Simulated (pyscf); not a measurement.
**Four-centre exchange: H₃C–Si•(Cl)–Cl (SMILES C[Si](Cl)Cl) + HCl (SMILES Cl) -> CH₄ (SMILES C) + Cl–Si•(Cl)–Cl (SMILES Cl[Si](Cl)Cl)**

Gas phase, doublet surface, charge 0. Bonds broken: C1–Si2, H8–Cl9. Bonds formed: C1–H8, Si2–Cl9. Single points on ωB97X-D3(BJ)/def2-SVP structures (PySCF, gas phase).

Transition state (Å):

```xyz
9

C     -1.1397    -0.2718     0.7645
Si     0.0009     1.0880    -0.2955
Cl     1.9172     0.4882     0.1855
Cl    -0.3893     0.2101    -2.1740
H     -0.5180    -1.1150     0.4316
H     -1.3136    -0.4697     1.8411
H     -2.1126    -0.2629     0.2558
H     -0.8200     0.8787     1.3696
Cl    -0.4057     2.4069     1.7569
```

One imaginary mode, 1121i cm⁻¹; descent along it reached the two sides named.

```
bond     change  reactant side (Å)  saddle  product side
-------  ------  -----------------  ------  ------------
C1–Si2   breaks              1.874   2.067           4.0
H8–Cl9   breaks              1.284   1.630           3.0
C1–H8     forms                4.1   1.339         1.099
Si2–Cl9   forms                3.4   2.473         2.054
```

Electronic energies relative to the separated reactants (eV):

```
level                   barrier  reaction energy  reverse barrier
----------------------  -------  ---------------  ---------------
ωB97X-D3(BJ)/def2-TZVP     1.47            -0.99             2.47
PBE/def2-TZVP              1.11            -0.98             2.09
r²SCAN/def2-TZVP           1.22            -1.01             2.22
B3LYP-D3(BJ)/def2-TZVP     1.40            -0.99             2.39
PBE0-D3(BJ)/def2-TZVP      1.24            -0.95             2.19
M06-2X/def2-TZVP           1.39            -0.99             2.37
ωB97M-D3(BJ)/def2-TZVP     1.43            -0.95             2.38
HF/def2-TZVP               2.54            -0.98             3.52
```

With ωB97M-D3(BJ)/def2-TZVP energies and thermal terms (ideal gas, 1 atm, RRHO with modes under 100 cm⁻¹ raised to 100, one conformer, R ln 2 for chiral ones without a mode under 150 cm⁻¹), in eV:

```
T (K)   ΔH‡   ΔG‡     ΔH     ΔG
-----  ----  ----  -----  -----
298    1.38  1.84  -0.88  -0.83
600    1.38  2.31  -0.91  -0.77
900    1.40  2.77  -0.94  -0.70
1200   1.42  3.22  -0.96  -0.61
```

One saddle was located; it need not be the lowest between these sides.
